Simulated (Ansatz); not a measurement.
H₂S₄. The state is a singlet with charge 0. Geometry PBE0-D4/def2-SVP, basis def2-TZVP, Ansatz.

```xyz
6

S    -0.206   -1.724    1.569
S    -1.370   -0.427    0.453
S    -0.398    1.403    0.467
S     1.076    1.286   -0.987
H     0.589   -2.143    0.554
H     0.309    1.606   -2.057
```

```json
{"run": "A", "HOMO (eV)": "-9.42", "LUMO (eV)": "0.61"}
{"run": "B", "HOMO (eV)": "-7.32", "LUMO (eV)": "-1.47"}
{"run": "C", "HOMO (eV)": "-7.49", "LUMO (eV)": "-1.40"}
{"run": "D", "HOMO (eV)": "-6.92", "LUMO (eV)": "-1.85"}
{"run": "E", "HOMO (eV)": "-6.13", "LUMO (eV)": "-2.37"}
{"run": "F", "HOMO (eV)": "-7.07", "LUMO (eV)": "-1.68"}
```

B3LYP takes the VWN-RPA correlation. HSE06 is defined as in plane-wave codes, on full-range PBE exchange.

Q: The runs used B3LYP, HSE06, PBE, PBE0, r2SCAN0, ωB97M-V. Estimate which is which.

A: A ωB97M-V (range-separated); B PBE0 (25 % exact exchange); C r2SCAN0 (25 % exact exchange); D HSE06 (range-separated); E PBE (0 % exact exchange); F B3LYP (20 % exact exchange). Exact exchange lowers occupied and raises empty levels; among semilocal functionals meta-GGAs tend to open the gap a little, and such runs are hard to tell apart. The gap grows from 3.75 eV (PBE) to 10.03 eV (ωB97M-V).
